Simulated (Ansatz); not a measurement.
# C2H5FOS: the cost of one run

Program: Ansatz 0.2.0. Level of theory: UKS PBE0-D4/def2-SVP. These are calculated values, not measurements.

## Step 1: Starting point

Bond lengths: C1–C2 1.468 Å, C2–O3 1.421 Å, C2–F4 1.366 Å, C2–S5 1.792 Å, C1–H6 1.106 Å, C1–H7 1.071 Å, C1–H8 1.157 Å, O3–H9 0.987 Å, S5–H10 1.365 Å. Angles: C1–C2–O3 110.6°, C1–C2–F4 110.8°, C1–C2–S5 112.3°, O3–C2–F4 105.5°, O3–C2–S5 111.2°, F4–C2–S5 106.0°, C2–C1–H6 111.9°, C2–C1–H7 115.1°, C2–C1–H8 109.3°, H6–C1–H7 109.2°, H6–C1–H8 102.4°, H7–C1–H8 108.1°, C2–O3–H9 99.0°, C2–S5–H10 96.1°.

As a file:

```xyz
10

C    -1.0616   -0.0393    0.2496
C     0.3146   -0.0764   -0.2604
O     0.3723    0.4411   -1.5824
F     0.7647   -1.3629   -0.3515
S     1.4640    0.7744    0.8191
H    -1.7733   -0.5224   -0.4462
H    -1.1940   -0.4506    1.2299
H    -1.4335    1.0561    0.2659
H     1.3058    0.2043   -1.7995
H     1.3241   -0.0756    1.8785
```

## Step 2: Relaxing the start

Input file input.yaml:

```yaml
crystal:
  periodic: [false, false, false]
  atoms:
    - { symbol: C, position_ang: [-1.0616, -0.0393, 0.2496] }
    - { symbol: C, position_ang: [0.3146, -0.0764, -0.2604] }
    - { symbol: O, position_ang: [0.3723, 0.4411, -1.5824] }
    - { symbol: F, position_ang: [0.7647, -1.3629, -0.3515] }
    - { symbol: S, position_ang: [1.464, 0.7744, 0.8191] }
    - { symbol: H, position_ang: [-1.7733, -0.5224, -0.4462] }
    - { symbol: H, position_ang: [-1.194, -0.4506, 1.2299] }
    - { symbol: H, position_ang: [-1.4335, 1.0561, 0.2659] }
    - { symbol: H, position_ang: [1.3058, 0.2043, -1.7995] }
    - { symbol: H, position_ang: [1.3241, -0.0756, 1.8785] }
magnetization:
  spin_polarized: true
basis:
  gaussian: { orbitals: def2-SVP }
hamiltonian:
  xc: pbe0
  dispersion: d4
relax:
  f_tol: 0.02
  max_steps: 40
output:
  orbitals: {}
```

On the command line:

```
$ ansatz run input.yaml --threads 2 --pin off --max-ram 3072MiB --backend cpu --events-out ev --progress --plain --runs-dir out
```

What time and memory should one allow on 2 threads of Arm Neoverse N1, shared host?

About 67 s, with a peak of 0.3 GiB.
